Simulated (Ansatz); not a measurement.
Tuning the range parameter of LC-ωPBE so that −HOMO meets the ionisation energy; basis def2-TZVPD, Ansatz. System: [SiH5]- (SiH₅⁻). The state is a singlet with charge -1. Geometry: PBE0-D4/def2-TZVPD. The ionised state is a doublet.

Geometry of the singlet:

| atom | x (Å) | y (Å) | z (Å) |
| --- | --- | --- | --- |
| Si1 | 0.000 | 0.000 | 0.000 |
| H2 | 1.481 | -0.323 | -0.577 |
| H3 | -1.481 | 0.323 | 0.577 |
| H4 | -0.289 | -1.502 | 0.098 |
| H5 | -0.334 | 0.763 | -1.287 |
| H6 | 0.624 | 0.739 | 1.189 |

```json
{"ω (1/bohr)": "0.1", "HOMO (eV)": "-0.30", "LUMO (eV)": "5.13", "vertical IE (eV)": "1.87", "HOMO + IE (eV)": "1.57"}
{"ω (1/bohr)": "0.15", "HOMO (eV)": "-0.85", "LUMO (eV)": "5.46", "vertical IE (eV)": "1.90", "HOMO + IE (eV)": "1.05"}
{"ω (1/bohr)": "0.2", "HOMO (eV)": "-1.30", "LUMO (eV)": "5.65", "vertical IE (eV)": "1.96", "HOMO + IE (eV)": "0.66"}
{"ω (1/bohr)": "0.3", "HOMO (eV)": "-1.95", "LUMO (eV)": "5.83", "vertical IE (eV)": "2.09", "HOMO + IE (eV)": "0.14"}
```

**Question.** Where does the tuning condition hold?

**Answer.** Not within the range that was run.
